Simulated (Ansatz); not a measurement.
**AlH3SSi (SMILES [AlH]1[SiH2][S]1): single points off equilibrium**

One table from this session's results is given with a row withheld; the runs are named, their logs left out.

Computed with Ansatz 0.2.0, Gaussian basis. Level: single points in def2-TZVPP.

Correlated methods freeze the cores. B3LYP uses VWN-RPA correlation.

**The starting structure**

SMILES `[AlH]1[SiH2][S]1`, 6 atoms, charge 0, spin multiplicity 1.

Atoms are counted from 1 here; the program's logs count them from 0.

Bond lengths: Al1–Si2 2.393 Å, Al1–S3 2.111 Å, Al1–H4 1.552 Å, Si2–H5 1.522 Å, Si2–H6 1.501 Å. Angles: Si2–Al1–S3 68.9°, Si2–Al1–H4 142.8°, S3–Al1–H4 148.2°, Al1–Si2–H5 125.0°, Al1–Si2–H6 125.3°, H5–Si2–H6 103.8°.

As a file:

```xyz
6
charge 0, multiplicity 1
Al   -1.1746   -0.5513   -0.5904
Si    0.9583   -0.0705    0.3828
S    -1.0049    1.4969   -0.1074
H    -2.0319   -1.6998   -1.1855
H     2.1013    0.6402   -0.3276
H     1.2039    0.2209    1.8349
```

Set-up of the first run:

Contents of run/in.yaml:

```yaml
crystal:
  periodic: [false, false, false]
  atoms:
    - {symbol: Al, position_ang: [-1.174600, -0.551300, -0.590400]}
    - {symbol: Si, position_ang: [0.958300, -0.070500, 0.382800]}
    - {symbol: S, position_ang: [-1.004900, 1.496900, -0.107400]}
    - {symbol: H, position_ang: [-2.031900, -1.699800, -1.185500]}
    - {symbol: H, position_ang: [2.101300, 0.640200, -0.327600]}
    - {symbol: H, position_ang: [1.203900, 0.220900, 1.834900]}
basis:
  gaussian: {orbitals: def2-TZVPP}
correlation: {method: ccsd_t}
output: {forces: true}
```

No record of the launch command was kept for these runs.

Among the steps run: CCSD(T)/def2-TZVPP; PBE0-D4/def2-TZVPP; wB97M-V/def2-TZVPP; r2SCAN-D4/def2-TZVPP; PBE-D4/def2-TZVPP; B97M-V/def2-TZVPP; B3LYP-D4/def2-TZVPP.

One of the session's tables, all rows but one given; the rest of the session is left out.

| method | RMS force component (eV/Å) | angle to CCSD(T) forces (°) | dipole (D) |
| --- | --- | --- | --- |
| CCSD(T) | 0.491 | reference | 2.42 |
| PBE0-D4 | 0.529 | 13.6 | 2.46 |
| wB97M-V | 0.564 | 13.0 | 2.69 |
| r2SCAN-D4 | ? | ? | ? |
| PBE-D4 | 0.421 | 17.0 | 2.18 |
| B97M-V | 0.519 | 17.6 | 2.31 |
| B3LYP-D4 | 0.452 | 6.2 | 2.50 |

Q: Estimate the row for r2SCAN-D4 from the others.

As computed: RMS force component (eV/Å): 0.492; angle to CCSD(T) forces (°): 11.0; dipole (D): 2.34. In the column «RMS force component (eV/Å)» it lies between CCSD(T) (0.491) and B97M-V (0.519).
